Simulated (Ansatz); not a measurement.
What a trial cell of FeC3 relaxes into

Level of theory: Ansatz, DFT PBE, scalar-relativistic, plane waves, PAW.

FeC3 was placed on the Cu3Au (L1_2) structure type (Pm-3m, No. 221), with Fe in place of Au, C in place of Cu, at a guessed volume.

Input of the last, converged step (default PAW datasets):

```yaml
crystal:
  lattice:
    - [3.0792856682, 0.0, 0.0]
    - [0.0, 3.0792856682, 0.0]
    - [0.0, 0.0, 3.0792856682]
  atoms:
    - { symbol: Fe, position: [0.0, 0.0, 0.0] }
    - { symbol: C, position: [0.0, 0.5, 0.5] }
    - { symbol: C, position: [0.5, 0.0, 0.5] }
    - { symbol: C, position: [0.5, 0.5, 0.0] }
basis:
  ecutwfc: 420
kpoints:
  mp_grid: { grid: [16, 16, 16] }
hamiltonian:
  xc: pbe
scf:
  occupations: { method: gaussian, width: 0.1 }
output:
  forces: true
  stress: true
  eigenvalues: true
relax:
  adjacent_minimum: "off"
  f_tol: 0.01
  max_steps: 80
  cell: { stress_tol: 0.05 }
```

Launched as:

```bash
ansatz run input.yaml --threads 1 --pin off --max-ram 2560MiB --backend cpu --events-out ev --progress --plain --runs-dir out
```

Time: 18 s on 1 thread of Arm Neoverse V2, with other jobs on the host, peak memory 0.37 GiB.

The program printed at the end:

```
SCF converged after 8 iterations
Free energy (F): -5221.931215 eV
Harris-Foulkes:  -5221.931215 eV  (|F-HF|=1.82e-12)
Internal energy: -5221.919363 eV  (E = F + TS)
E sigma→0 (E₀):  -5221.925289 eV
Entropy (-TS):   -0.011852 eV (-2.963 meV/atom)
Fermi energy:    15.887869 eV
--- Per-component energies (eV) ---
  E_band       = -171.110924
  E_kinetic    = 598.312887
  E_local      = -2636.420932  (includes V_loc(G=0)·N_el)
  E_nonlocal   = 301.480392
  E_hartree    = 1101.467716
  E_xc         = -259.452958
  E_vxc        = -327.253254  (∫ρ·V_xc dr)
  E_paw        = -1657.741164  (= ΣΔE_a)
  E_vpaw       = -310.166405  (= ΣTr[D̂ρ^β])
  E_aug_tail   = 0.000957  (compensation charges beyond the density's cutoff)
  E_ewald      = -2669.566261
  E_smearing   = -0.011852  (= −TS)
  E_closure    =  0.000000  (closes the sum)
  Σ components = -5221.931215   (vs F -5221.931215, Δ=0.00e0)
--- Forces (eV/Å), atoms counted from 1 ---
  atom   1  Fe     0.00000000     0.00000000     0.00000000
  atom   2  C      0.00000000     0.00000000     0.00000000
  atom   3  C      0.00000000     0.00000000     0.00000000
  atom   4  C      0.00000000     0.00000000     0.00000000
  max |Σ_I F_I| component: 2.43e-30 eV/Å
--- Stress (GPa, compression-positive) ---
        0.005267       0.000000       0.000000
        0.000000       0.005267       0.000000
        0.000000       0.000000       0.005267
  P = ⅓ Tr σ = 0.0053 GPa (0.053 kbar)
--- Relaxed structure (3 steps of the walk, 3 accepted, 1 SCFs on fresh bases) ---
  F+E_penalty+E_count = -5221.93121519 eV   max|allowed force component| = 9.696e-31 eV/Å   (the final SCF, on the basis selected at the relaxed cell)
  cell:  # Å, volume = 29.2288 Å³
    - [3.080376, 0.000000, 0.0]
    - [0.000000, 3.080376, 0.0]
    - [0.0, 0.0, 3.080376]
  atoms:
    - { symbol: Fe, position: [0.000000, 0.000000, 0.000000] }
    - { symbol: C, position: [0.000000, 0.5, 0.5] }
    - { symbol: C, position: [0.5, 0.000000, 0.5] }
    - { symbol: C, position: [0.5, 0.5, 0.000000] }
```

Total energies depend on the potentials used, so only differences within one code and one set of settings carry meaning.

The result has space group Pm-3m (No. 221). Fe has 12 C at 2.18 Å; C is coordinated by 4 Fe at 2.18 Å and 8 C at 2.18 Å.

Against the elements it lies at 2.85 eV/atom. The zero of energy is the elements' standard structures at the same level; no fitted shifts are applied.

The k mesh leaves about 4 meV/atom of noise in metals.

A structure relaxed within its symmetry needn't be a true minimum.